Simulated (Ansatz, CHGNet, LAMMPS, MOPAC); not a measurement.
How well does each level of theory give the equilibrium lattice constant a of rock-salt SrO?

Reference value: 5.16 Å (measured, 300 K, no zero-point or thermal correction; as tabulated in Santana et al. (2016), arXiv:1608.06321).

```
level (code)                                 value (Å)  difference (%)
-------------------------------------------  ---------  --------------
ionic model pedone2006 (rigid ions, LAMMPS)      5.145           -0.29
PM7 semi-empirical Hartree-Fock (MOPAC)          4.628           -10.3
CHGNet 0.3.0                                     5.205           +0.87
LDA (Ansatz)                                     5.064           -1.86
PBE (Ansatz)                                     5.195           +0.68
rVV10 (Ansatz)                                   5.191           +0.60
r²SCAN (Ansatz)                                  5.160            0.00
PBE0 (Ansatz)                                    5.153           -0.14
Hartree–Fock (Ansatz)                            5.222           +1.20
```

The reference is not for a static lattice or low temperature, so close values are not ranked against it. Off by more than 1.25 %, or 1.75 % on the side where a correction would as a rule narrow the miss (bounds picked here): PM7 semi-empirical Hartree-Fock (MOPAC) (-10.3 %), LDA (-1.86 %).

The measured value isn't corrected to a static lattice, so vibrations enter the comparison. A static lattice is as a rule a little smaller than the measured one.  PM7 semi-empirical Hartree-Fock (MOPAC): the cell moved over 20 % in volume from its start. PM7 semi-empirical Hartree-Fock (MOPAC): the method was fitted mainly to molecules. PM7 semi-empirical Hartree-Fock (MOPAC): the run uses a supercell at the zone centre in place of a k mesh. Cutoffs and k meshes differ between the levels. Ansatz's density-functional and Hartree–Fock values are scalar-relativistic unless marked +SOC, with PAW data made under PBE.

Empirical potentials (ionic model pedone2006) are fitted to chosen data: where that held the value shown, agreement is built in, and what lay outside the fit can be far off. Machine-learned potentials (CHGNet 0.3.0) are trained on DFT data: a solid inside that data is no test of them.

Differences are worked out from the printed values.

Ansatz is a quantum-chemistry and plane-wave program.
